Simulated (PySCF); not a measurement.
Carbon: a sound run and one with changed settings

Sound run: C [He] 2s2 2p2, C⁺ [He] 2s2 2p1. Calculation: PySCF 2.14, in aug-cc-pVDZ; no relativity, point nucleus. In the sound run the correlated levels freeze 1s2. The sound run starts from symmetry-adapted Hartree-Fock orbitals and uses a fine grid where one is needed.

Changed run: initial guess sap, at most 50 SCF cycles.

```csv
species,method,sound run (hartree),changed run (hartree),converged
C,UHF,-37.68776,-37.68776,yes
C,B3LYP,-37.85420,-37.85420,yes
C,CCSD(T),-37.76487,-37.76487,yes
C⁺,TPSS,-37.43841,-37.43841,yes
C⁺,MP2,-37.33191,-37.33191,yes
```

Here the plain start reaches the same solutions.
